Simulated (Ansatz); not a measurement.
**BiCl: from a trial structure to a relaxed crystal**

Method: DFT PBE, scalar-relativistic, plane waves, PAW in Ansatz. Cutoff 420 eV, Γ-centred k mesh, Gaussian smearing, no spin polarisation in the final step.

BiCl was placed on the caesium chloride structure type (Pm-3m, No. 221), with Bi in place of Cs, at a guessed volume.

```yaml
crystal:
  lattice:
    - [3.87489, 0.00000, 0.00000]
    - [0.00000, 3.87489, 0.00000]
    - [0.00000, 0.00000, 3.87489]
  atoms:
    - { symbol: Bi, position: [0.00000, 0.00000, 0.00000] }
    - { symbol: Cl, position: [0.50000, 0.50000, 0.50000] }
```

Cell and atoms relax at zero pressure; the relaxation can't lower the symmetry of the start.

Energies over the elements count from the elements' standard structures at the same level (Cl₂ as a molecule), with no empirical corrections.

Problem. Which crystal results?

Solution. It keeps Pm-3m (No. 221). The result has the caesium chloride structure. Conventional cell: a = 3.748 Å. Bi is coordinated by 8 Cl at 3.25 Å and 6 Bi at 3.75 Å; Cl has 8 Bi at 3.25 Å and 6 Cl at 3.75 Å.

```cif
data_structure
_symmetry_space_group_name_H-M 'Pm-3m'
_symmetry_Int_Tables_number 221
_cell_length_a 3.7482
_cell_length_b 3.7482
_cell_length_c 3.7482
_cell_angle_alpha 90.000
_cell_angle_beta 90.000
_cell_angle_gamma 90.000
_cell_volume 52.66
loop_
_atom_site_label
_atom_site_type_symbol
_atom_site_symmetry_multiplicity
_atom_site_Wyckoff_symbol
_atom_site_fract_x
_atom_site_fract_y
_atom_site_fract_z
_atom_site_occupancy
Bi1 Bi 1 a 0.00000 0.00000 0.00000 1
Cl1 Cl 1 b 0.50000 0.50000 0.50000 1
```

Problem. What are its volume, energy, density and gap?

Solution. The volume per atom is 26.33 Å³. The density is 7.71 g/cm³ and the energy over the elements is -0.07 eV/atom. The gap on the 14×14×14 mesh is 0 eV (a metal).

The final run used a 14×14×14 mesh on its 2-atom cell and 0.10 eV smearing. The k mesh leaves about 4 meV/atom of noise in metals. Spin–orbit coupling is left out. Symmetry constrained the relaxation, so the result can be a saddle point.

Cost: 3 runs of about 0.61 core-minutes in all, on Intel Xeon Platinum 8488C (Sapphire Rapids) (shared hosts).